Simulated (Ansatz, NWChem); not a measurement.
**Heat of formation of C2H3N (isocyanomethane) from total energies**

C2H3N: 6 atoms, total charge 0, spin state singlet. As SMILES, `[C-]#[N+]C`. Geometry: relaxed at PBE0-D4/def2-TZVP.

Total energies at CCSD(T)/def2-SVPD, 3 core orbitals frozen (NWChem 7.3.0); the atoms run unrestricted:

```
species    state  energy (Eh)
  C2H3N  singlet  -132.272582
      C  triplet   -37.721976
      N  quartet   -54.429587
      H  doublet    -0.499278
```

Harmonic wavenumbers at PBE0-D4/def2-TZVP, in cm⁻¹: 287, 287, 988, 1142, 1142, 1448, 1483, 1483, 2269, 3066, 3146, 3146.

Measured heats of formation of the gaseous atoms at 298.15 K, in kJ/mol: C 716.9, N 472.4, H 218.0. Take 1 Eh = 2625.50 kJ/mol, 1 cm⁻¹ = 0.0119627 kJ/mol, RT = 2.479 kJ/mol.

Task: What heat of formation follows?

Result: 
1. Electronic atomisation energy: 2 × (-37.721976) + (-54.429587) + 3 × (-0.499278) − (-132.272582) = 0.901209 Eh = 2366.1 kJ/mol.
2. Zero-point energy: half the sum of the wavenumbers, 9943.5 cm⁻¹ = 119.0 kJ/mol.
3. Thermal vibrational enthalpy, Σ hcν̃/(exp(hcν̃/kT) − 1): 2.5 kJ/mol. Translation, rotation and pV of a non-linear molecule: 4 RT = 9.9 kJ/mol.
4. The 6 free atoms carry 5/2 RT each: 37.2 kJ/mol.
5. Atomisation enthalpy at 298 K: 2366.1 − 119.0 − 2.5 − 9.9 + 37.2 = 2271.9 kJ/mol.
6. Sum of the atoms' heats of formation: 2560.2 kJ/mol. Heat of formation: 2560.2 − 2271.9 = +288.3 kJ/mol.

The tabulated value is +163.5 kJ/mol (CRC Handbook of Chemistry and Physics; in doubt, as an older value, an estimate or one at odds with other calculations), so this level is off by +124.8 kJ/mol, or 5.2 % of the atomisation enthalpy that the table implies (2396.7 kJ/mol). Coupled cluster needs large bases for atomisation: in a finite one the molecule is underbound. A double-zeta basis underbinds. Anharmonicity and any spin-orbit splitting of the molecule are left out, and cores are frozen in the wave-function part.
